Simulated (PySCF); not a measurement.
Dipole moment and polarisability of (CH3)2CHCHF2

(CH3)2CHCHF2, C4H8F2.
Numbering: `[CH3:1][CH:2]([CH3:3])[CH:4]([F:5])[F:6]` (hydrogens: H7, H8, H9 on C1; H10 on C2; H11, H12, H13 on C3; H14 on C4)

Geometry (PBE0-D3(BJ)/def2-SVP, Å), atoms numbered from 1 in this order:
```
atom  x, y, z in Å
C1     0.2195    1.3455   -0.5636
C2     0.3269   -0.1310   -0.2060
C3    -0.8745   -0.9370   -0.6833
C4     0.5282   -0.2970    1.2860
F5     0.6999   -1.6027    1.6010
F6    -0.5597    0.1430    1.9664
H7    -0.6728    1.7928   -0.0996
H8     1.0989    1.9148   -0.2229
H9     0.1379    1.4766   -1.6524
H10    1.2411   -0.5451   -0.6672
H11   -0.9869   -0.8545   -1.7742
H12   -1.7993   -0.5669   -0.2155
H13   -0.7652   -2.0002   -0.4271
H14    1.4061    0.2616    1.6597
```

Level: CAM-B3LYP/def2-SVPD (PySCF), static field, nuclei fixed, core orbitals frozen in the response. The polarisability tensor in these axes (au):

```
x   50.35  1.51  1.91
y    1.51 53.88 -0.97
z    1.91 -0.97 52.06
```

Give the principal values, the mean and the anisotropy Δα = √{½[(α1 − α2)² + (α2 − α3)² + (α1 − α3)²]}.

Principal values 48.52, 53.30 and 54.48 au; mean 52.10 au = 7.72 Å³ = 8.59 × 10⁻⁴⁰ C²·m²/J; Δα = 5.47 au (11 % of the mean).

What is the dipole moment, and where does it point?

(0.95, 1.11, -1.73) D, 2.26 D in size, pointing from the negative to the positive side. Measured along this direction, the outermost atoms are F5 and F6 at the negative end and H9 at the positive end.

Traceless (Buckingham) quadrupole moment about the centre of nuclear charge: eigenvalues?

-2.86, -1.34, 4.20 D·Å. The values depend on the origin, since the dipole doesn't vanish. The electronic extent ⟨r²⟩ about the same centre is 594 bohr², a root-mean-square distance of 1.82 Å for the 50 electrons.

In TDDFT the mean static polarisability is Σ f/ω² over all singlet excitations (ω in hartree). How much of it do the 10 lowest give? Their energies (eV) and oscillator strengths: 9.01, 0.0475; 9.44, 0.0075; 9.60, 0.0336; 9.71, 0.0345; 9.94, 0.0094; 10.02, 0.0102; 10.23, 0.0217; 10.32, 0.1190; 10.44, 0.0273; 10.48, 0.0096.

They add up to 2.41 au, 4.6 % of the 52.10 au; the largest single term is 0.83 au, from the state at 10.32 eV. Terms in order: 0.43, 0.06, 0.27, 0.27, 0.07, 0.08, 0.15, 0.83, 0.19, 0.06 au. Higher excitations give the rest. The strengths listed sum to 0.320.

Find the Langevin capture rate constant for NH4+ (18.034 u) meeting this molecule (94.059 u), k = 2.342 × 10⁻⁹ cm³/s × √(α in Å³ / reduced mass in u).

The reduced mass is 15.13 u, so k = 1.67 × 10⁻⁹ cm³/s. The formula leaves out the permanent dipole, which adds to the capture rate.

Isolated species at its PBE0-D3(BJ)/def2-SVP geometry (one conformer only).

These values come from a run that also computed excited states and ΔSCF ions. Hardware: one thread, x86-64 server (shared host). Cost: 2.7 min.
